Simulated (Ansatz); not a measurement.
Results of PBEsol in Ansatz (PAW) for cubic perovskite BaTiO₃ (cubic high-temperature phase).

Numerical settings: plane-wave cutoff 520 eV, 8×8×8 k mesh, Fermi–Dirac smearing 0.01 eV, no spin polarisation, scalar-relativistic PAW data made under PBE.

The cell is scaled about its equilibrium volume:

```json
[
 {"V (Å³/atom)": "11.763", "P (GPa)": "12.81", "direct gap at Γ (eV)": "1.935"},
 {"V (Å³/atom)": "12.013", "P (GPa)": "8.06", "direct gap at Γ (eV)": "1.923"},
 {"V (Å³/atom)": "12.263", "P (GPa)": "3.81", "direct gap at Γ (eV)": "1.909"},
 {"V (Å³/atom)": "12.513", "P (GPa)": "0.00", "direct gap at Γ (eV)": "1.893"},
 {"V (Å³/atom)": "12.764", "P (GPa)": "-3.41", "direct gap at Γ (eV)": "1.875"},
 {"V (Å³/atom)": "13.014", "P (GPa)": "-6.47", "direct gap at Γ (eV)": "1.855"},
 {"V (Å³/atom)": "13.264", "P (GPa)": "-9.20", "direct gap at Γ (eV)": "1.835"}
]
```

The fundamental gap (1.82 eV at the equilibrium volume, with added k points) lies elsewhere than Γ–Γ.

Note: the relaxation could not lower the start's symmetry, so the cell can be a saddle point above a distorted one.

Spin–orbit coupling is not included.

Ansatz is a program for electronic structure.
